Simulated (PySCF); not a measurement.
Species: C₅H₈O.
Cartesian coordinates in Å at the GFN2-xTB level; atoms count from 1:
```xyz
14
C5H8O angstrom
C      2.1255   -0.2163   -0.2680
O      1.0397   -0.6901    0.5106
C     -0.1569   -0.1226    0.1698
C     -0.8721    1.0892    0.6927
C     -1.5457   -0.2546    0.6473
C     -1.2268   -0.5501   -0.7924
H      3.0083   -0.7379    0.0959
H      1.9767   -0.4394   -1.3296
H      2.2583    0.8635   -0.1442
H     -1.1884    1.8620   -0.0005
H     -0.5722    1.4644    1.6628
H     -2.0535   -0.8219    1.3950
H     -1.2325   -1.5875   -1.1016
H     -1.5610    0.1408   -1.5597
```

NICS is the negative of the GIAO shielding at a point without a nucleus: at the ring centre (0) and 1 Å above and below it (1); zz is the component along the ring normal. Level: GIAO PBE0/pcSseg-1 (PySCF, non-relativistic, gas phase) on the GFN2-xTB geometry, one conformer.

Ring bond lengths (Å), with Mayer bond orders in brackets: C3–C4 1.501 (0.98), C4–C5 1.504 (0.96), C5–C3 1.474 (0.82); C3–C5 1.474 (0.82), C5–C6 1.504 (0.96), C6–C3 1.501 (0.98).

Question: What do the NICS probes read (ppm)?

Answer: 
```json
{"ring": "C3–C4–C5", "type": "3-membered carbocycle; formal bonds all single", "NICS(0)": "-44.7", "NICS(1), two faces": "-14.2 / -6.0", "NICS(1)zz, two faces": "-20.4 / -16.2", "rms pucker (Å)": "0.00", "centre to ring atoms, mean (Å)": "0.86"}
{"ring": "C3–C5–C6", "type": "3-membered carbocycle; formal bonds all single", "NICS(0)": "-44.7", "NICS(1), two faces": "-6.0 / -14.2", "NICS(1)zz, two faces": "-16.2 / -20.4", "rms pucker (Å)": "0.00", "centre to ring atoms, mean (Å)": "0.86"}
```

Question: What do they say, and how far can they be read as aromaticity?

Answer: 
- C3–C4–C5: mean NICS(1)zz -18.3 ppm, shielded. C3, C4, C5 have four or more neighbours, so the value isn't read as a sign of a π ring current. The two faces differ by 4.2 ppm, so no symmetry operation interchanges them. NICS(0) lies 35 ppm below the mean NICS(1).
- C3–C5–C6: mean NICS(1)zz -18.3 ppm, shielded. C3, C5, C6 have four or more neighbours, and the NICS criterion for π rings isn't applied. The two faces differ by 4.2 ppm, so no symmetry operation interchanges them. NICS(0) lies 35 ppm below the mean NICS(1).

Question: What is the mean of the two in-plane components of NICS at the second NICS(1) probe listed for ring C3–C4–C5, 1 Å off the ring?

Answer: The isotropic value is a third of the trace: (3 × -6.0 − (-16.2))/2 = -0.9 ppm.

Question: List the ring angles and the Hirshfeld charges of the ring atoms.

Answer: 
- C3–C4–C5: C3 60.7° (+0.062 e), C4 58.8° (-0.090 e), C5 60.5° (-0.057 e); sum 180.0° against 180° for a flat convex ring.
- C3–C5–C6: C3 60.7° (+0.062 e), C5 60.5° (-0.057 e), C6 58.8° (-0.090 e); sum 180.0° against 180° for a flat convex ring.
